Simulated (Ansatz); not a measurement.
in.yaml

```yaml
crystal:
  periodic: [false, false, false]
  atoms:
    - {symbol: B, position_ang: [0.000005, -0.307158, 1.369538]}
    - {symbol: O, position_ang: [-0.000025, -0.189174, 0.073646]}
    - {symbol: Si, position_ang: [0.000022, -0.062217, -3.638184]}
    - {symbol: H, position_ang: [-0.000003, 0.558549, 2.195001]}
basis:
  gaussian: {orbitals: def2-SVP}
magnetization: {spin_polarized: true, initial_magnetization: 2}
hamiltonian: {xc: hf}
output: {orbitals: {seedname: orbitals}}
```

```sh
$ ansatz run in.yaml --threads 1 --pin off --events-out ev --progress --plain --max-ram 2393MiB
```

The program prints:

```
490 factors; integrals over basis functions are off by at most 8.8e-4 eV
mean field evaluation 1: about -10570.9228 eV, gradient 3.0e1 eV
mean field evaluation 2: about -10570.9738 eV, gradient 3.0e1 eV
mean field evaluation 4: about -10577.4010 eV, gradient 5.9e0 eV
mean field evaluation 8: about -10579.3738 eV, gradient 7.9e-1 eV
mean field evaluation 16: about -10579.4028 eV, gradient 1.3e-1 eV
mean field evaluation 32: about -10579.4361 eV, gradient 3.6e-5 eV
mean field evaluation 64: about -10579.3709 eV, gradient 1.6e-1 eV
mean field evaluation 96: about -10579.3535 eV, gradient 1.0e0 eV
mean field evaluation 128: about -10573.3383 eV, gradient 1.4e1 eV
mean field evaluation 160: about -10579.4353 eV, gradient 1.7e-3 eV
mean field evaluation 192: about -10579.4353 eV, gradient 2.2e-5 eV
mean field evaluation 224: about -10579.2642 eV, gradient 1.5e-1 eV
mean field evaluation 256: about -10576.4262 eV, gradient 5.7e-1 eV
mean field evaluation 288: about -10576.8580 eV, gradient 8.4e-1 eV
mean field evaluation 320: about -10574.4341 eV, gradient 1.9e0 eV
mean field evaluation 352: about -10579.3987 eV, gradient 1.5e-1 eV
mean field -10579.43606979 eV, -388.7871045656 hartree, gradient 6.4e-6 eV, S^2 2.221075; 3 other end points of the search recorded, 0 dependent functions left out
reference -10579.43606979 eV, -388.7871045656 hartree; 15, 13 occupied and 36, 38 virtual orbitals, 490 factors
Total energy: -10579.43606979 eV, -388.7871045656 hartree
```

Ran on 1 thread of Intel Xeon, shared host: 7.5 s wall, 0.19 GiB peak host memory.
